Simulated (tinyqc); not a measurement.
Stretching all distances: RHF, UHF, MP2, CISD and CCSD against full CI in the sto-3g basis, for H2O, spin multiplicity 1. Computed by the program tinyqc with PySCF. Command: `OMP_NUM_THREADS=1 python tinyqc.py 110829 110830 out.jsonl`; one thread of a shared host (Intel(R) Xeon(R) Processor @ 2.60GHz), about 9 s.

Geometry (angstrom):
```
atom       x        y       z
O     0.0000   0.0000  0.0000
H     0.0000   0.6610  0.5920
H     0.0000  -0.7030  0.6290
```

All coordinates are multiplied by the scale. c0^2 is the weight of the RHF determinant in the lowest singlet FCI state (UHF is spin-contaminated and may lie near states of higher spin) and n(LUMO) the first natural occupation beyond the occupied space.

Full CI energy (hartree) and errors against it (kcal/mol):
```
scale  distance 1-2 (angstrom)     E(FCI)      RHF     UHF     MP2    CISD    CCSD  <S^2> UHF   c0^2  n(LUMO)
0.920                    0.816  -74.93285   23.822  23.822   6.124   0.219   0.043      0.000  0.983    0.019
1.160                    1.029  -75.02001   41.486  41.486  12.207   0.891   0.110      0.000  0.958    0.047
1.400                    1.242  -74.95947   68.623  67.644  21.960   3.216   0.325      0.184  0.905    0.109
1.640                    1.455  -74.87620  106.526  60.767  35.432   9.235   0.637      1.215  0.811    0.223
1.880                    1.668  -74.80965  154.977  34.801  51.312  20.675  -0.392      1.665  0.673    0.394
2.120                    1.881  -74.76962  210.044  15.712  68.834  36.526  -5.808      1.857  0.503    0.588
```

UHF parts from RHF first at scale 1.4 of those listed, where <S^2> leaves zero. The weight c0^2 goes from 0.98 to 0.50 and n(LUMO) from 0.02 to 0.59: static correlation grows as the bonds break into open-shell fragments. The spread of the error along the curve, which distorts its shape, is CCSD 6.4, CISD 36.3, UHF 51.9, MP2 62.7, RHF 186.2 kcal/mol. Below FCI somewhere: CCSD, as non-variational methods may be.
